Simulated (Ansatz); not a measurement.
hcp Y, treated with PBE (Ansatz, an electronic-structure program, plane waves, PAW).

Settings: plane-wave cutoff 520 eV, 16×16×10 k mesh (along the axes of the cell as run), Fermi–Dirac smearing 0.1 eV, perturbation theory, force constants from a 4×4×2 q mesh, scalar-relativistic PAW data made under PBE.

Computed at the level's own relaxed cell. Harmonic vibrational thermodynamics at fixed volume:

```csv
T (K),S_vib (J/K per mol of atoms),C_V (J/K per mol of atoms),F_vib (eV/atom)
0,0.00,0.00,0.0192
400,50.87,24.64,-0.1062
500,56.38,24.75,-0.1619
600,60.90,24.80,-0.2228
700,64.73,24.84,-0.2879
900,70.97,24.88,-0.4288
1000,73.60,24.89,-0.5038
```

The crystal is taken as a harmonic solid at every temperature: melting, phase changes and thermal expansion are not seen, nor the electrons' share in a metal.
